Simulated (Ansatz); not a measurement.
## What a trial cell of NaV relaxes into

Level of theory: DFT PBE, scalar-relativistic, plane waves, PAW (Ansatz 0.2.0). Cutoff 420 eV, Γ-centred k mesh, Gaussian smearing, collinear spin, first started from parallel moments.

NaV was placed on the CuPt (L1_1) structure type (R-3m, No. 166), with Na in place of Cu, V in place of Pt, at a guessed volume.

```xyz
2
Lattice="1.4350 0.8285 4.5707 -1.4350 0.8285 4.5707 0.0000 -1.6570 4.5707" Properties=species:S:1:pos:R:3 pbc="T T T"
Na    0.0000    0.0000    0.0000
V     0.0000    0.0000    6.8560
```

Cell and atoms relax at zero pressure; the relaxation can't lower the symmetry of the start. After a coarse first stage the cell is made exact in the group found at 0.06 Å.

The zero of energy is the elements' standard structures at the same level; no fitted shifts are applied.

Problem. Describe the relaxed structure.

Solution. It keeps R-3m (No. 166). The result has the CuPt (L1_1) structure. Conventional cell: a = 2.694 Å, c = 17.215 Å. Na is coordinated by 6 Na at 2.69 Å and 6 V at 3.26 Å; V is coordinated by 6 V at 2.69 Å and 6 Na at 3.26 Å.

```
Na V
1.0
     1.34678    0.77757    5.73823
    -1.34678    0.77757    5.73823
     0.00000   -1.55513    5.73823
Na V
1 1
Cartesian
  0.0000 0.0000 0.0000
  0.0000 0.0000 8.6073
```

Problem. What are its volume, energy, gap and moment?

Solution. The volume per atom is 18.03 Å³ and the density is 3.40 g/cm³. The energy over the elements is 0.89 eV/atom, the gap on the 24×24×24 mesh is 0 eV (a metal) and the net moment per atom is 0.12 μB. The largest site moment is 0.21 μB.

The final run used a 24×24×24 mesh on its 2-atom cell and 0.10 eV smearing. For metals, differences of a few meV/atom aren't resolved. Symmetry constrained the relaxation, so the result can be a saddle point. The steps took roughly 16 core-minutes in all.